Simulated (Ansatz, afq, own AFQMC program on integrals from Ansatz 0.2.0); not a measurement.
## BH$_{3}$ + NH, triplet: a scan with AFQMC

```
atom    x (Å)    y (Å)   z (Å)
   B  -1.3147   0.0351  0.0000
   H  -1.9114   1.0687  0.0000
   H  -1.9114  -0.9985  0.0000
   H  -0.1212   0.0351  0.0000
   N   1.1933   0.0351  0.0000
   H   1.4624  -0.9691  0.0000
```

A hydrogen atom is moved from one rigid fragment to the other; the B1–H4 distance tells how far. The two fragments are held close together, so this isn't a minimum-energy path and the start is a compressed complex. Energies in mEh count from this geometry (1.194 Å) at the same level; the start stands on UHF, each point on the determinant named.

Basis cc-pVTZ. Noble-gas cores (and the filled d shells of Ga–Kr and In–Xe) are frozen. Integrals, coupled cluster, full CI and functionals: Ansatz 0.2.0; the random walks run on the same integrals in our own AFQMC program. The CISD trial takes its coefficients from CCSD amplitudes. Released means that phaseless walkers are propagated on without the constraint, phases kept. Error bars are statistical, one sigma.

Cautions, each for one point or more: lower spins were not checked.

| r(B1–H4) / Å | det. | T1 | weight | ⟨S²⟩ | CCSD(T) | ph-AFQMC/CISD | released AFQMC | r2SCAN | B3LYP |
| --- | --- | --- | --- | --- | --- | --- | --- | --- | --- |
| 1.272 | UHF | 0.016 | 0.88 | 2.03 | 0.9 | 0.7 ± 0.3 | 1.1 ± 0.4 | -0.9 | 0.1 |
| 1.311 | UHF | 0.016 | 0.88 | 2.03 | 1.5 | 1.1 ± 0.3 | 1.7 ± 0.4 | -0.8 | 0.5 |
| 1.350 | UHF | 0.016 | 0.88 | 2.03 | 2.1 | 1.8 ± 0.3 | 2.3 ± 0.3* | -0.6 | 1.1 |
| 1.390 | UHF | 0.015 | 0.89 | 2.03 | 2.6 | 2.9 ± 0.3 | – | -0.2 | 1.8 |
| 1.468 | UHF | 0.015 | 0.89 | 2.03 | 4.7 | 4.9 ± 0.3 | – | 2.3 | 4.6 |

Weight is that of the determinant in the CISD state; at the start T1 is 0.017 and the weight 0.89, and ⟨S²⟩ is 2.03. An asterisk marks released energies that aren't shown to be converged. A dash marks a missing value, a released energy that hasn't settled or a functional that sits on another state. Largest departures from phaseless AFQMC with a CISD trial: CCSD(T) 0.4 mEh at 1.311 (on UHF) (within the noise), released AFQMC 0.6 mEh at 1.311 (on UHF) (within the noise), r2SCAN -3.1 mEh at 1.390, B3LYP -1.1 mEh at 1.390. The walk's constraint bias lies outside its error bars, so these are departures and not errors. Functionals count only at points shown to share the start's state and spin.

Some points may be missing: those where a free walk finds a much lower state, and past Zn most of those on another determinant than at the start.

A walk keeps the symmetry of its determinant, which the program's search chose and which needn't be the lowest solution, so a lower state of the same spin and another symmetry isn't excluded.
